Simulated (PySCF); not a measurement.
**Adding and removing an electron: MgF**

PBE; basis Mg pcseg-2, F pcseg-2; no relativity; PySCF 2.14. Neutral (UKS): doublet (σ ↑), Re = 1.788 Å, ωe = 668 cm⁻¹, De = 4.64 eV, HOMO -4.94 eV, LUMO -3.53 eV.

MgF⁺ (UKS): singlet (closed shell), Re = 1.725 Å, ωe = 778 cm⁻¹, De = 4.27 eV to Mg⁺ + F. The energies at the minima are -299.79080 hartree for MgF and -299.49763 for MgF⁺.

Question: Work out the adiabatic ionisation energy, without and with harmonic zero-point energies (1 hartree = 27.2114 eV, 1 eV = 8065.5 cm⁻¹), and the change of the bond length.

Answer: At PBE: 0.29317 hartree = 7.978 eV between the minima; the zero-point term (778.0 − 668.0)/2 cm⁻¹ = +0.007 eV makes it 7.984 eV. Re changes by -6.3 pm against the neutral. The electron leaves a σ orbital; in so polar a molecule the change of length follows mostly from the change of the ionic charges.

For an ion De counts to the pair picked by the measured ionisation energies or electron affinities, which need not be the lowest pair at this level. States were picked by a PBE0 search and need not be the measured ground states.
